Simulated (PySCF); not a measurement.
How the method moves the HOMO and LUMO of `C=CCO`

C3H6O.
SMILES with atom numbers: `[CH2:1]=[CH:2][CH2:3][OH:4]` (hydrogens: H5, H6 on C1; H7 on C2; H8, H9 on C3; H10 on O4)

Cartesian coordinates in Å at the PBE0-D3(BJ)/def2-SVP level; atoms count from 1:
```xyz
10
C3H6O angstrom
C      1.569    0.174    0.086
C      0.418   -0.497    0.124
C     -0.873   -0.014   -0.460
O     -1.919   -0.019    0.477
H      1.641    1.153   -0.402
H      2.485   -0.227    0.530
H      0.365   -1.471    0.626
H     -1.190   -0.693   -1.270
H     -0.725    0.983   -0.923
H     -1.645    0.534    1.217
```

Basis pcSseg-2 throughout (PySCF), one geometry. One conformer (not necessarily the lowest) at the PBE0-D3(BJ)/def2-SVP geometry, without solvent, vibrations or thermal averaging.

Question: How do the orbital energies, the gap and the dipole change with the method?

Answer: 
```csv
method,kind,HOMO (eV),LUMO (eV),gap (eV),μ (D),SCF cycles
BLYP,GGA,-6.22,-1.10,5.12,1.44,16
OPBE,GGA,-6.26,-1.07,5.19,1.35,16
PBE,GGA,-6.31,-1.21,5.10,1.41,14
B97-D,GGA,-6.32,-1.10,5.22,1.42,15
BP86,GGA,-6.42,-1.28,5.14,1.42,15
KT2,GGA,-6.42,-1.19,5.24,1.41,16
KT3,GGA,-6.43,-1.16,5.27,1.39,15
LDA,LDA,-6.46,-1.45,5.01,1.47,14
B97-2,global hybrid,-7.43,-0.23,7.21,1.49,14
B3LYP,global hybrid,-7.48,-0.45,7.03,1.52,14
PBE0,global hybrid,-7.70,-0.19,7.51,1.51,14
mPW1PW91,global hybrid,-7.72,-0.19,7.53,1.51,14
BHandHLYP,global hybrid,-8.78,0.84,9.61,1.61,12
CAM-B3LYP,range-separated hybrid,-9.09,0.88,9.97,1.59,12
wB97X-D,range-separated hybrid,-9.58,1.63,11.21,1.54,12
HF,Hartree–Fock,-10.26,2.75,13.00,1.67,10
LC-wPBE,range-separated hybrid,-10.47,2.09,12.56,1.60,12
```

The HOMO spans 4.25 eV, from BLYP down to LC-wPBE, and the gap runs from 5.01 eV (LDA) to 13.00 eV (HF). Over the methods BLYP (0 %), OPBE (0 %), PBE (0 %), B97-D (0 %), BP86 (0 %), KT2 (0 %), KT3 (0 %), LDA (0 %), B97-2 (21 %), B3LYP (20 %), PBE0 (25 %), mPW1PW91 (25 %), BHandHLYP (50 %), HF (100 %), a straight line through the gap against the share of exact exchange rises by 0.81 eV for each 10 % (correlation coefficient 0.996). The dipole ranges from 1.35 D (OPBE) to 1.67 D (HF). This basis has no diffuse functions.
